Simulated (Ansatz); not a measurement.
# MgPH+ (doublet): wave-function methods side by side, def2-TZVPP

One table from this session's results is given with a row withheld; the runs are named, their logs left out.

The runs use Ansatz 0.2.0, Gaussian basis; def2-TZVPP, core rule «outside noble gas», up to 10 orbitals frozen.

Plan: UHF; ROHF; CCSD(T) on UHF.

2 further runs of the same task are left out: 2 set aside as unsound or not needed.

## What is computed

The geometry is a PBE0/def2-TZVP stationary point (not a proven minimum) of the parent state, kept for this charge and spin.

3 atoms, charge 1, spin multiplicity 2.

Atoms are counted from 1 here; the program's logs count them from 0.

Bond lengths: P1–Mg2 2.462 Å, Mg2–H3 1.704 Å. Angles: P1–Mg2–H3 180.0°.

Geometry (Å):

```xyz
3
HMgP
P     0.0000    0.0000    2.2096
Mg    0.0000    0.0000   -0.2527
H     0.0000    0.0000   -1.9569
```

Set-up of the first run:

in.yaml reads:

```yaml
crystal:
  periodic: [false, false, false]
  atoms:
    - {symbol: P, position_ang: [0.000000, 0.000000, 2.209624]}
    - {symbol: Mg, position_ang: [0.000000, 0.000000, -0.252681]}
    - {symbol: H, position_ang: [0.000000, 0.000000, -1.956943]}
basis:
  gaussian: {orbitals: def2-TZVPP}
total_charge: 1
magnetization: {spin_polarized: true, initial_magnetization: 1}
hamiltonian: {xc: hf}
output: {orbitals: {seedname: orbitals}}
```

Command:

```console
$ ansatz run in.yaml --threads 1 --pin off --events-out ev --progress --plain --max-ram 4096MiB --backend cpu
```

Steps of the session up to this table: UHF; ROHF; CCSD(T) on UHF.

One of the session's tables, all rows but one given; the rest of the session is left out.

```
  method  from UCCSD(T) (meV)
    ROHF              +4818.8
     UHF              +3962.2
    UMP2              +1207.4
   UCCSD                    ?
UCCSD(T)                    0
```

Estimate the missing values for UCCSD.

**Answer.** from UCCSD(T) (meV): +192.7. In the column «from UCCSD(T) (meV)» it lies between UCCSD(T) (0) and UMP2 (+1207.4).

The program flags UCCSD(T) as in doubt (see the logs), so the zero of the table is itself unsure.

Limits of these values: The determinant is far from a pure spin state, so its energy mixes those of several spin states (harmless only where they are near-degenerate, as at dissociation). The program flags UCCSD(T) as in doubt, so the zero of the table is itself unsure.
